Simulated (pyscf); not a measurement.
# Hydrogen abstraction: H₂N–SiH₃ + H• → •HN–SiH₃ + H₂

Gas phase, doublet surface, charge 0. Bonds broken: N1–H3. Bonds formed: H3–H8. PySCF, gas phase, ωB97X-D3(BJ)/def2-SVP geometries.

Transition state (Å):

```xyz
8

N     -0.0626     0.9278    -0.0435
Si    -0.4558    -0.7480    -0.4672
H      0.1185     0.9621     1.2964
H     -0.8632     1.5657    -0.1277
H     -0.5510    -0.8004    -1.9552
H      0.6611    -1.6088     0.0060
H     -1.7391    -1.2598     0.1032
H     -0.0888     0.8573     2.1520
```

One imaginary mode, 1258i cm⁻¹; descent along it reached the two sides named.

```
bond   change  reactant side (Å)  saddle  product side
-----  ------  -----------------  ------  ------------
N1–H3  breaks              1.015   1.352         2.587
H3–H8   forms                2.9   0.887         0.763
```

Electronic energies relative to the separated reactants (kJ/mol):

| level | barrier | reaction energy | reverse barrier |
|---|---|---|---|
| ωB97X-D3(BJ)/def2-TZVP | 66.3 | +33.5 | 32.8 |
| PBE/def2-TZVP | 41.0 | +34.4 | 6.6 |
| r²SCAN/def2-TZVP | 37.7 | +18.9 | 18.8 |
| B3LYP-D3(BJ)/def2-TZVP | 41.1 | +17.7 | 23.3 |
| PBE0-D3(BJ)/def2-TZVP | 56.7 | +38.1 | 18.7 |
| M06-2X/def2-TZVP | 75.6 | +37.5 | 38.1 |
| ωB97M-D3(BJ)/def2-TZVP | 66.9 | +34.7 | 32.3 |
| HF/def2-TZVP | 109.4 | +14.3 | 95.2 |

With ωB97M-D3(BJ)/def2-TZVP energies and thermal terms (ideal gas, 1 atm, RRHO with modes under 100 cm⁻¹ raised to 100, one conformer, R ln 2 for chiral ones without a mode under 150 cm⁻¹), in kJ/mol:

```tsv
T (K)	ΔH‡	ΔG‡	ΔH	ΔG
298	58.4	87.7	+26.5	+20.4
600	56.1	118.4	+27.0	+14.0
900	55.1	149.8	+26.1	+7.6
1200	54.5	181.5	+24.5	+1.7
```

The same reactants have a lower exit, to H₂N–SiH₂• + H₂ (barrier +16.4 kJ/mol at ωB97M-D3(BJ)/def2-TZVP, against +66.9 kJ/mol here). •HN–SiH₃ lies 87.1 kJ/mol over its isomer H₂N–SiH₂• (electronic energy, ωB97M-D3(BJ)/def2-TZVP). This is the saddle that the search found; another between the same sides may lie lower. The angle at the transferred H is 157°.
